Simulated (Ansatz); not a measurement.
# AlH4+ (singlet): from Hartree-Fock to the top rungs at distance H2–H3 = 1.651 Å, cc-pVDZ

How much of the correlation energy of AlH4+ (singlet) does each wave-function method recover here?

The runs use Ansatz 0.2.0, Gaussian basis; cc-pVDZ, core rule «outside noble gas», up to 5 orbitals frozen.

The runs, in order: UHF; CCSD(T) on RHF; CCSD(T) on UHF; BCCD(T) on RHF; CISD; CCSDT(Q) on RHF; CCSDT(Q) on UHF; CASSCF and MRCISD+Q, 2 electrons in 2 orbitals; CASSCF and NEVPT2, 2 electrons in 2 orbitals; Full CI.

52 further runs of the same task are left out: 33 for a known fault of the program, 1 for a mislabelled method, 13 that didn't finish, 5 set aside as unsound or not needed.

### Step 1. The system

The geometry derives from a PBE0/def2-TZVP stationary point (not a proven minimum). One bond is set to the value named and the two fragments are kept rigid.

5 atoms, charge 1, spin multiplicity 1.

Atoms are counted from 1 here; the program's logs count them from 0.

Bond lengths: Al1–H4 1.552 Å, Al1–H5 1.552 Å. Angles: H4–Al1–H5 164.0°.

### Step 2. UHF

File in.yaml:

```yaml
crystal:
  periodic: [false, false, false]
  atoms:
    - {symbol: Al, position_ang: [0.000000, -0.028646, -0.118619]}
    - {symbol: H, position_ang: [0.000001, -0.413439, 1.922431]}
    - {symbol: H, position_ang: [-0.000001, 1.237561, 1.922431]}
    - {symbol: H, position_ang: [-0.000002, 1.508289, -0.334770]}
    - {symbol: H, position_ang: [0.000002, -1.565581, -0.334771]}
basis:
  gaussian: {orbitals: cc-pVDZ}
total_charge: 1
magnetization: {spin_polarized: true, initial_magnetization: 0}
hamiltonian: {xc: hf}
output: {orbitals: {seedname: orbitals}}
```

Run with:

```
ansatz run in.yaml --threads 1 --pin off --events-out ev --progress --plain --max-ram 2393MiB
```

After this run come: CCSD(T) on RHF; CCSD(T) on UHF; BCCD(T) on RHF; CISD; CCSDT(Q) on RHF; CCSDT(Q) on UHF; CASSCF and MRCISD+Q, 2 electrons in 2 orbitals; CASSCF and NEVPT2, 2 electrons in 2 orbitals; Full CI.

Q: Predict the results of all the runs planned. Wanted: FCI below the RHF energy; RMP2 from FCI; UMP2 from FCI; RCCSD from FCI; RCCSD(T) from FCI; UCCSD(T) from FCI; RCCSDT(Q) from FCI; UCCSDT(Q) from FCI; NEVPT2 pair from FCI.

The runs gave:

```
                         quantity                                                                             value
         FCI below the RHF energy                                                                        -3.5971 eV
                    RMP2 from FCI                                                                   +25.28 kcal/mol
                    UMP2 from FCI                                                                   +30.95 kcal/mol
                   RCCSD from FCI                                                                    +1.54 kcal/mol
                RCCSD(T) from FCI                                                                    +0.38 kcal/mol
                UCCSD(T) from FCI                                                                    +0.64 kcal/mol
               RCCSDT(Q) from FCI                                                                    +0.02 kcal/mol
               UCCSDT(Q) from FCI                                                                    +0.02 kcal/mol
             NEVPT2 pair from FCI                                                                   +14.22 kcal/mol
           MRCISD+Q pair from FCI                                                                    -0.27 kcal/mol
levels within 1 kcal/mol (43 meV)  RCCSD(T), UCCSD(T), BCCD(T), RCCSDT, UCCSDT, RCCSDT(Q), UCCSDT(Q), MRCISD+Q pair
                    T1 diagnostic                                                                             0.024
   effectively unpaired electrons                                                                              0.23
```

What this shows: RCCSD(T) lands +0.38 kcal/mol from the yardstick (0.5 % of the correlation energy). MRCISD+Q pair falls below full CI: the +Q correction isn't variational, and the cores differ from full CI's. The occupations show some static correlation. Of the multireference levels listed MRCISD+Q pair comes nearest in total energy (-0.27 kcal/mol), which doesn't show that its space is the better one. These misses are within one basis, not against nature.
